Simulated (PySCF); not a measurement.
The dipole of `[Si](C)C` (SiMe2) from its density and from atomic charges.

Coordinates (PBE0-D3(BJ)/def2-SVP, Å) and charges (e) from the PBE0/pcSseg-1 density (PySCF):

```tsv
atom	x	y	z	Mulliken	IAO	Hirshfeld	ESP-fitted
Si1	-0.001	0.009	-1.308	+0.4924	+0.5287	+0.2349	-0.3606
C2	1.435	-0.012	-0.051	-0.6720	-0.7112	-0.2320	+0.5847
H3	1.375	-0.928	0.567	+0.1382	+0.1493	+0.0413	-0.1171
H4	1.351	0.837	0.653	+0.1375	+0.1480	+0.0406	-0.1281
H5	2.428	0.021	-0.522	+0.1501	+0.1496	+0.0325	-0.1601
C6	-1.435	0.011	-0.048	-0.6720	-0.7112	-0.2320	+0.5913
H7	-1.380	0.926	0.571	+0.1382	+0.1496	+0.0415	-0.1171
H8	-1.345	-0.838	0.655	+0.1374	+0.1476	+0.0404	-0.1318
H9	-2.429	-0.026	-0.517	+0.1501	+0.1496	+0.0325	-0.1613
```

Question: What dipole does each set of charges give (1 e·Å = 4.803 D), and what does the density give?

Answer: The full density gives (0.00, -0.01, 1.40) D, 1.40 D in size; dipole vectors point from the negative to the positive end.

| scheme | μx | μy | μz | size (D) | share of the full size (%) | angle to the full dipole (°) |
| --- | --- | --- | --- | --- | --- | --- |
| Mulliken | 0.00 | 0.02 | -1.91 | 1.91 | 136 | 180 |
| IAO | 0.00 | 0.03 | -1.99 | 1.99 | 142 | 180 |
| Hirshfeld | 0.00 | 0.01 | -1.05 | 1.05 | 75 | 180 |
| ESP-fitted | -0.01 | 0.00 | 1.33 | 1.33 | 95 | 1 |

Question: Which set comes closest?

Answer: Length of the difference vector: ESP-fitted 0.07 D, Hirshfeld 2.45 D, Mulliken 3.31 D, IAO 3.39 D. Closest: ESP-fitted. ESP charges are fitted to the potential around the molecule, whose slowest-falling term is the dipole's. 

Question: What is left for the Hirshfeld atoms' own dipoles?

Answer: The Hirshfeld atoms' densities add up to the full density, so μ = Σ q r + Σ (atomic dipoles). The atomic dipoles sum to (0.00, -0.01, 1.40) − (0.00, 0.01, -1.05) = (0.00, -0.02, 2.45) D, 2.45 D in size.

Question: With the origin at the mean of the coordinates, (0.000, 0.000, 0.000) Å, which are the largest single terms, by size, of the Mulliken dipole along the direction of the full one?

Answer: Si1 -3.09, H8 +0.44, H4 +0.43, H3 +0.38, H5 -0.37 D; all 9 atoms together -1.91 D. The single terms depend on the origin, their sum doesn't.

Question: Give the size of the full dipole in other units.

Answer: 1.40 D = 0.552 au = 0.292 e·Å = 4.68 × 10⁻³⁰ C·m.

Geometry: PBE0-D3(BJ)/def2-SVP; no solvent, vibrations or thermal averaging.
